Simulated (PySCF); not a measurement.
Species: C₅H₁₀N (doublet state).
Geometry (GFN2-xTB, Å), atoms numbered from 1 in this order:
```
atom  x, y, z in Å
C1     0.0248    2.0033    0.0758
N2    -0.2714    0.7025    0.3415
C3    -1.4524    0.1459   -0.0504
C4    -1.8284   -1.1411    0.0593
C5     0.7498   -0.1144    0.9579
C6     1.6090   -0.8274   -0.0858
H7    -0.7139    2.6236   -0.3871
H8     0.9192    2.4267    0.4811
H9    -2.1364    0.8587   -0.4911
H10   -2.8040   -1.4381   -0.2755
H11   -1.2103   -1.9154    0.4735
H12    1.3813    0.5309    1.5738
H13    0.2680   -0.8453    1.6116
H14    2.3641   -1.4367    0.4041
H15    0.9899   -1.4666   -0.7099
H16    2.1033   -0.0977   -0.7227
```

The hyperfine couplings belong to this conformer and change with its torsions.

The species is `[CH2]N(C=C)CC` [radical].

Method used: PySCF 2.14.0, UKS B3LYP, pcH-1 on C H N, non-relativistic, mean-field spin-orbit, GIAO. Isolated species at its GFN2-xTB geometry (one conformer only). A GFN2-xTB geometry isn't a minimum of the functional, and hyperfine couplings can be far from their values at a DFT geometry. No stability test was run, so a lower SCF solution isn't excluded.

The Mulliken spin populations are largest on C1 (+0.83), C4 (+0.23), N2 (+0.11) and C3 (-0.08). The positive populations add up to 1.18 and the negative ones to -0.18, together 2S = 1. The angles at C1 add up to 359.2°, so it is planar; its axial dipolar tensor and the negative couplings of its protons fit spin in a p orbital normal to that plane.

(1) McConnell's relation a(H) = Q·ρ ties the coupling of a proton on a planar π carbon to the spin population of that carbon. What Q do the computed values give?

Results:

(1) 
```tsv
H	C	ρ(C)	a(H) (G)	a/ρ (G)
H7	C1	+0.827	-17.90	-21.6
H8	C1	+0.827	-17.70	-21.4
H10	C4	+0.228	-4.99	-21.9
H11	C4	+0.228	-4.79	-21.0
```

A least-squares line through the origin gives Q = -21.5 G with Mulliken populations. In McConnell's picture π spin on carbon polarises the C–H bond and leaves opposite spin at the proton, which makes Q negative, as found here.

Couplings in gauss use g_iso = 2.0028.
